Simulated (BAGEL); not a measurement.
**C3H3FS (SMILES FCC1=CS1) at 4 levels**

We compute a comparison of 4 runs (B3LYP/6-31G*, B3LYP/cc-pVDZ, PBE0/cc-pVDZ, RI-MP2/cc-pVDZ) of C3H3FS. 

Program for the calculation: BAGEL 1.2.2.

## (1) The molecule

C3H3FS has 8 atoms, charge 0, and is taken as a singlet. SMILES: `FCC1=CS1`. The shape is that of a PBE0-D4/def2-TZVP optimisation. This is one conformer, not always the lowest.

Bond lengths: F1–C2 1.376 Å, C2–C3 1.463 Å, C3–C4 1.276 Å, C3–S5 1.843 Å, C4–S5 1.821 Å, C2–H6 1.094 Å, C2–H7 1.096 Å, C4–H8 1.076 Å. Some angles: F1–C2–C3 111.1°, C2–C3–C4 152.7°, C2–C3–S5 138.1°, C4–C3–S5 68.7°, C3–C4–S5 70.5°, C3–S5–C4 40.7°, F1–C2–H6 108.7°, F1–C2–H7 108.0°, C3–C2–H6 109.8°, C3–C2–H7 109.6°.

## (2) A single-point energy at B3LYP/6-31G(d) (density fitting with qzvpp-jkfit, spherical functions) (run 1)

input.json reads:

```json
{ "bagel" : [

{
  "title" : "molecule",
  "basis" : "6-31gs.json",
  "df_basis" : "qzvpp-jkfit",
  "angstrom" : true,
  "geometry" : [
    { "atom" : "F", "xyz" : [      -0.195000,       1.657900,       1.248100 ] },
    { "atom" : "C", "xyz" : [       0.541600,       0.889100,       0.375800 ] },
    { "atom" : "C", "xyz" : [      -0.249000,      -0.228300,      -0.139300 ] },
    { "atom" : "C", "xyz" : [      -0.413600,      -1.457200,      -0.438900 ] },
    { "atom" : "S", "xyz" : [      -1.806800,      -0.481900,      -1.090600 ] },
    { "atom" : "H", "xyz" : [       1.422600,       0.509300,       0.902100 ] },
    { "atom" : "H", "xyz" : [       0.858000,       1.528900,      -0.455500 ] },
    { "atom" : "H", "xyz" : [      -0.065800,      -2.474800,      -0.457600 ] }
  ]
},

{
  "title" : "ks",
  "xc_func" : "b3lyp"
},

{
  "title" : "print",
  "file" : "orbitals.molden",
  "orbitals" : true
}

]}
```

The basis set 6-31G* is read from a file made from the Basis Set Exchange's data (not shown).

Run with:

```
BAGEL_NUM_THREADS=1 BAGEL input.json > input.out
```

What it wrote:

```text
* using 1 threads per process

  ===============================================================
  ===============================================================

  *** Geometry ***

  { "atom" : "F", "xyz" : [     -0.368497,      3.132977,      2.358567 ] },
  { "atom" : "C", "xyz" : [      1.023476,      1.680155,      0.710159 ] },
  { "atom" : "C", "xyz" : [     -0.470542,     -0.431424,     -0.263239 ] },
[... 4 lines of this table left out ...]
  { "atom" : "H", "xyz" : [     -0.124344,     -4.676694,     -0.864739 ] },

  Number of auxiliary basis functions:      484

  Since a DF basis is specified, we compute 2- and 3-index integrals:
    o Being stored without compression. Storage requirement is 0.025 GB

  Number of basis functions:       80
  Number of electrons      :       46

    * METHOD: MOLECULE                             0.21

  *** Kohn-Sham DFT ***

    * Removing 15012 points whose weight is below 1.00e-10
    * Grid points: 104236

  === Nuclear Repulsion ===
   199.7043805769

       - DIIS with orbital gradients will be used.

  === KS iteration (b3lyp / 6-31gs.json) ===
      0       -584.57833304          0.14366938           0.33
      1       -572.98406018          0.19758054           0.31
      2       -584.72045693          0.15397879           0.31
[... 18 lines of this table left out ...]
     21       -614.03277489          0.00000001           0.31
    * SCF iteration converged.

    * Permanent dipole moment:
           (   -1.159812,     0.509237,    -0.012112) a.u.

    * METHOD: KS                                   7.31

    * METHOD: PRINT                                0.01

  ===============================================================
```

It took 7.8 s on 1 thread of Arm Neoverse V2, shared host; peak memory 0.41 GiB.

## (3) The energy at B3LYP/cc-pVDZ (density fitting with qzvpp-jkfit) (run 2)

input.json reads:

```json
{ "bagel" : [

{
  "title" : "molecule",
  "basis" : "cc-pvdz.json",
  "df_basis" : "qzvpp-jkfit",
  "angstrom" : true,
  "geometry" : [
    { "atom" : "F", "xyz" : [   -0.195000,    1.657900,    1.248100 ] },
    { "atom" : "C", "xyz" : [    0.541600,    0.889100,    0.375800 ] },
    { "atom" : "C", "xyz" : [   -0.249000,   -0.228300,   -0.139300 ] },
    { "atom" : "C", "xyz" : [   -0.413600,   -1.457200,   -0.438900 ] },
    { "atom" : "S", "xyz" : [   -1.806800,   -0.481900,   -1.090600 ] },
    { "atom" : "H", "xyz" : [    1.422600,    0.509300,    0.902100 ] },
    { "atom" : "H", "xyz" : [    0.858000,    1.528900,   -0.455500 ] },
    { "atom" : "H", "xyz" : [   -0.065800,   -2.474800,   -0.457600 ] }
  ]
},
{
  "title" : "ks",
  "xc_func" : "b3lyp"
},
{
  "title" : "print",
  "file" : "orbitals.molden",
  "orbitals" : true
}

]}
```

The basis set cc-pVDZ is read from a file made from the Basis Set Exchange's data (not shown).

Run with:

```
BAGEL_NUM_THREADS=1 BAGEL input.json > input.out
```

What it wrote:

```text
* using 1 threads per process

  ===============================================================
  ===============================================================

  *** Geometry ***

  { "atom" : "F", "xyz" : [     -0.368497,      3.132977,      2.358567 ] },
  { "atom" : "C", "xyz" : [      1.023476,      1.680155,      0.710159 ] },
  { "atom" : "C", "xyz" : [     -0.470542,     -0.431424,     -0.263239 ] },
[... 4 lines of this table left out ...]
  { "atom" : "H", "xyz" : [     -0.124344,     -4.676694,     -0.864739 ] },

  Number of auxiliary basis functions:      484

  Since a DF basis is specified, we compute 2- and 3-index integrals:
    o Being stored without compression. Storage requirement is 0.031 GB

  Number of basis functions:       89
  Number of electrons      :       46

    * METHOD: MOLECULE                             0.21

  *** Kohn-Sham DFT ***

    * Removing 15012 points whose weight is below 1.00e-10
    * Grid points: 104236

  === Nuclear Repulsion ===
   199.7043805769

       - DIIS with orbital gradients will be used.

  === KS iteration (b3lyp / cc-pvdz.json) ===
      0       -585.48766319          0.10218696           0.37
      1       -565.76914947          0.21524694           0.36
      2       -582.65518119          0.13979691           0.36
[... 18 lines of this table left out ...]
     21       -614.07184992          0.00000001           0.33
    * SCF iteration converged.

    * Permanent dipole moment:
           (   -1.095070,     0.488756,     0.029729) a.u.

    * METHOD: KS                                   8.23

    * METHOD: PRINT                                0.01

  ===============================================================
```

It took 8.7 s on 1 thread of Arm Neoverse V2, shared host; peak memory 0.44 GiB.

## (4) The energy at PBE0/cc-pVDZ (density fitting with qzvpp-jkfit) (run 3)

input.json reads:

```json
{ "bagel": [

{
  "title": "molecule",
  "basis": "cc-pvdz.json",
  "df_basis": "qzvpp-jkfit",
  "angstrom": "true",
  "geometry": [
    { "atom": "F", "xyz": [   -0.195000,    1.657900,    1.248100 ] },
    { "atom": "C", "xyz": [    0.541600,    0.889100,    0.375800 ] },
    { "atom": "C", "xyz": [   -0.249000,   -0.228300,   -0.139300 ] },
    { "atom": "C", "xyz": [   -0.413600,   -1.457200,   -0.438900 ] },
    { "atom": "S", "xyz": [   -1.806800,   -0.481900,   -1.090600 ] },
    { "atom": "H", "xyz": [    1.422600,    0.509300,    0.902100 ] },
    { "atom": "H", "xyz": [    0.858000,    1.528900,   -0.455500 ] },
    { "atom": "H", "xyz": [   -0.065800,   -2.474800,   -0.457600 ] }
  ]
},
{
  "title": "ks",
  "xc_func": "pbe0"
},
{
  "title": "print",
  "file": "orbitals.molden",
  "orbitals": "true"
}

]}
```

The basis set cc-pVDZ is read from a file made from the Basis Set Exchange's data (not shown).

Run with:

```
BAGEL_NUM_THREADS=1 BAGEL input.json > input.out
```

What it wrote:

```text
* using 1 threads per process

  ===============================================================
  ===============================================================

  *** Geometry ***

  { "atom" : "F", "xyz" : [     -0.368497,      3.132977,      2.358567 ] },
  { "atom" : "C", "xyz" : [      1.023476,      1.680155,      0.710159 ] },
  { "atom" : "C", "xyz" : [     -0.470542,     -0.431424,     -0.263239 ] },
[... 4 lines of this table left out ...]
  { "atom" : "H", "xyz" : [     -0.124344,     -4.676694,     -0.864739 ] },

  Number of auxiliary basis functions:      484

  Since a DF basis is specified, we compute 2- and 3-index integrals:
    o Being stored without compression. Storage requirement is 0.031 GB

  Number of basis functions:       89
  Number of electrons      :       46

    * METHOD: MOLECULE                             0.21

  *** Kohn-Sham DFT ***

    * Removing 15012 points whose weight is below 1.00e-10
    * Grid points: 104236

  === Nuclear Repulsion ===
   199.7043805769

       - DIIS with orbital gradients will be used.

  === KS iteration (pbe0 / cc-pvdz.json) ===
      0       -585.13158828          0.10177390           0.36
      1       -565.09972599          0.21466148           0.35
      2       -582.94768009          0.13866865           0.33
[... 18 lines of this table left out ...]
     21       -613.68756118          0.00000000           0.36
    * SCF iteration converged.

    * Permanent dipole moment:
           (   -1.132887,     0.492875,     0.025320) a.u.

    * METHOD: KS                                   8.41

    * METHOD: PRINT                                0.01

  ===============================================================
```

Run time: 9 s. Hardware: 1 thread of Arm Neoverse V2, shared host; peak memory 0.44 GiB.

## (5) The energy at RI-MP2/cc-pVDZ (density fitting with qzvpp-jkfit) (run 4)

calc.json reads:

```json
{ "bagel": [

{
  "title": "molecule",
  "basis": "cc-pvdz.json",
  "df_basis": "qzvpp-jkfit",
  "angstrom": true,
  "geometry": [
    { "atom": "F", "xyz": [   -0.195000,    1.657900,    1.248100 ] },
    { "atom": "C", "xyz": [    0.541600,    0.889100,    0.375800 ] },
    { "atom": "C", "xyz": [   -0.249000,   -0.228300,   -0.139300 ] },
    { "atom": "C", "xyz": [   -0.413600,   -1.457200,   -0.438900 ] },
    { "atom": "S", "xyz": [   -1.806800,   -0.481900,   -1.090600 ] },
    { "atom": "H", "xyz": [    1.422600,    0.509300,    0.902100 ] },
    { "atom": "H", "xyz": [    0.858000,    1.528900,   -0.455500 ] },
    { "atom": "H", "xyz": [   -0.065800,   -2.474800,   -0.457600 ] }
  ]
},
{ "title": "hf" },
{ "title": "mp2", "ncore": 9 }

]}
```

The basis set cc-pVDZ is read from a file made from the Basis Set Exchange's data (not shown).

Run with:

```
BAGEL_NUM_THREADS=1 BAGEL calc.json > calc.out
```

What it wrote:

```text
* using 1 threads per process

  ===============================================================
  ===============================================================

  *** Geometry ***

  { "atom" : "F", "xyz" : [     -0.368497,      3.132977,      2.358567 ] },
  { "atom" : "C", "xyz" : [      1.023476,      1.680155,      0.710159 ] },
  { "atom" : "C", "xyz" : [     -0.470542,     -0.431424,     -0.263239 ] },
[... 4 lines of this table left out ...]
  { "atom" : "H", "xyz" : [     -0.124344,     -4.676694,     -0.864739 ] },

[... 23 lines left out ...]
    * SCF iteration converged.
[... 1 line left out ...]
    * Permanent dipole moment:
[... 2 lines left out ...]
    * METHOD: HF                                   1.28

  *** RHF ***

  === Nuclear Repulsion ===
   199.7043805769

      * DIIS with orbital gradients will be used.

  === RHF iteration (cc-pvdz.json) ===
      0       -612.21761172          0.00000000           0.06
    * SCF iteration converged.

    * Permanent dipole moment:
           (   -1.258911,     0.584500,     0.083266) a.u.

  === DF-MP2 calculation ===

    * freezing 9 orbitals
    * 3-index integral transformation done
    * assembly done

      MP2 correlation energy:   -0.7075579291      0.04

      MP2 total energy:       -612.9251696541

    * METHOD: MP2                                  0.17

  ===============================================================
```

It took 1.8 s on 1 thread of Arm Neoverse V2, shared host; peak memory 0.12 GiB.

## (6) All runs side by side

```
run                                                                 level  frozen core orbitals  energy (Eh)  dipole moment (D)  HOMO energy (eV)  LUMO energy (eV)  wall time
  1  B3LYP/6-31G* (density fitting with qzvpp-jkfit, spherical functions)                     –  -614.032775               3.22             -5.27             -0.77      7.8 s
  2                      B3LYP/cc-pVDZ (density fitting with qzvpp-jkfit)                     –  -614.071850               3.05             -5.26             -0.88      8.7 s
  3                       PBE0/cc-pVDZ (density fitting with qzvpp-jkfit)                     –  -613.687561               3.14             -5.53             -0.71        9 s
  4                     RI-MP2/cc-pVDZ (density fitting with qzvpp-jkfit)                     9  -612.925170                  –                 –                 –      1.8 s
```

## (7) Outcome

| quantity | value |
| --- | --- |
| run 4: total energy | -612.92517 Eh |
| run 4: correlation energy (9 core orbitals frozen) | -707.6 mEh |

What this shows: Over runs 1, 2, 3 the dipole moment (its size) runs from 3.05 D (B3LYP/cc-pVDZ) to 3.22 D (B3LYP/6-31G*). Over runs 1, 2, 3 the HOMO–LUMO gap runs from 4.39 eV (B3LYP/cc-pVDZ) to 4.83 eV (PBE0/cc-pVDZ). Totals of different functionals can't be ranked against each other. All runs together took 27 s, the longest 9 s.
